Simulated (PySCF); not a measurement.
Gas-phase reaction: BF₃ + H₂ → BH₂F + 2 F, at 1400 K and a standard pressure of 1 bar. Level: GFN2-xTB.

Method: PySCF energies (xtb for GFN2) plus ideal-gas RRHO corrections (1 bar). Open shells (unrestricted): F (multiplicity 2, electronic degeneracy 6); the rest are closed-shell singlets. GFN2 has no spin-polarisation term. Spin-orbit splitting is ignored; it lowers the true energy and changes the entropy of F. BH₂F: computed as isolated molecules; such fragments, hydroxides, amides, oligomers or adducts are transient or little studied in the gas. The harmonic model lacks anharmonicity and excited electronic states, which grow with temperature; levels with a mode under 35 cm⁻¹ are left out.

```csv
species,E (Ha),H(1400 K) − E (kJ/mol),S°(1400 K) (J/mol/K)
BF₃,-15.57452,121.7,364.1
H₂,-0.98269,64.2,177.0
BH₂F,-7.02495,133.9,309.4
F,-4.61934,29.1,192.6
```
E: electronic energy; H − E holds the zero-point and thermal terms. 1 Ha = 2625.5 kJ/mol.

Work out ΔH°, ΔS°, ΔG° and log10 K from these numbers.

1. ΔE = 1×(-7.02495) + 2×(-4.61934) − 1×(-15.57452) − 1×(-0.98269) = 0.29358 Ha = 770.8 kJ.
2. Δ(H − E) = 1×(133.9) + 2×(29.1) − 1×(121.7) − 1×(64.2) = 6.2 kJ, so ΔH° = 777.0 kJ.
3. ΔS° = 1×(309.4) + 2×(192.6) − 1×(364.1) − 1×(177.0) = 153.5 J/K; the number of gas molecules changes by +1.
4. ΔG° = ΔH° − TΔS° = 777.0 − 1400×(153.5)/1000 = 562.1 kJ.
5. log10 K = −ΔG°/(RT ln 10) = -20.97, with RT ln 10 = 26.80 kJ/mol; at standard pressures the reactants are favoured.
6. A shift of 10 kJ in ΔE would move log10 K by 0.37 here.
For scale, ΔH°(298 K) is 777 kJ at this level, 977 kJ at ωB97M-V/def2-TZVP†, and runs from 713 to 1154 kJ over the 20 levels computed († marks an energy on the PBE0/def2-TZVP geometry).
